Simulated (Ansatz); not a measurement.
# B–CH2, quartet in 6-31G: errors against full CI

Geometry: a PBE0/def2-TZVP stationary point for this spin, not checked as a minimum. The doublet lies 1.8 eV lower here.

| atom | x (Å) | y (Å) | z (Å) |
| --- | --- | --- | --- |
| B | 0.0000 | 0.0000 | 0.8988 |
| C | 0.0000 | 0.0000 | -0.6066 |
| H | 0.0000 | -0.9127 | -1.2064 |
| H | 0.0000 | 0.9127 | -1.2064 |

Basis 6-31G; Ansatz 0.2.0. Correlated methods freeze the noble-gas cores, which leaves 9 electrons in 20 orbitals. R marks a restricted (for open shells ROHF) determinant. Active spaces: valence = (9e, 10o) chosen from the atoms' valence shells.

Full CI is exact within this basis and frozen core; it isn't the basis-set limit.

For open shells CISD is restricted-active-space CI with the open shells as a complete middle space.

The UHF ⟨S²⟩ is 3.753. The T1 diagnostic (RCCSD) is 0.0162. The largest doubles amplitude (RCCSD) is 0.037. The T1 diagnostic (UCCSD) is 0.0155.

Q: From what is known of these methods and the diagnostics, rank them by the size of their error in total energy against full CI in 6-31G, smallest first (an estimate: the text doesn't fix the numbers).
A. RCCSDT(Q)
B. MRCISD (valence space)
C. RCCSD
D. NEVPT2 (valence space)
E. RCCSD(T)

A: A (0.0 kJ/mol), E (1.6 kJ/mol), B (3.2 kJ/mol), C (7.2 kJ/mol), D (26.4 kJ/mol).

All errors are against full CI in 6-31G. Within each family the higher level lies nearer, as is usual though not guaranteed.

The full-CI state has the irrep A2 of C2v, in the program's axes.

Natural occupations of full CI about the gap: 1.975 1.967 1.962 0.995 0.994 0.987 0.024 0.024 0.021 0.020; effectively unpaired electrons, Σ n²(2−n)², 3.02.
